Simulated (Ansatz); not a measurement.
Method: Ansatz 0.2.0, DFT, revPBE, plane waves (420 eV) with PAW, scalar-relativistic. (PAW data from PBE, frozen cores regenerated.)

An element in the fcc structure gives this curve. The cell is scaled uniformly from the relaxed one, with fractional coordinates and shape fixed. Energies are extrapolated to zero smearing, pressures are those at the given smearing. Magnetic state: spin not included.

```
V (Å³/atom)  E − E₀ (meV/atom)  P (GPa)
     16.220               87.1    14.59
     16.958               35.1     8.37
     17.695                8.1     3.64
     18.432                0.0     0.04
     19.169                6.4    -2.69
     19.907               23.7    -4.76
     20.644               49.3    -6.32
```

Q: Which element is it?
A. silver
B. selenium
C. gallium
D. arsenic

A: A. Its fit is V₀ = 18.44 Å³/atom, B₀ = 78 GPa, B₀′ = 5.9.
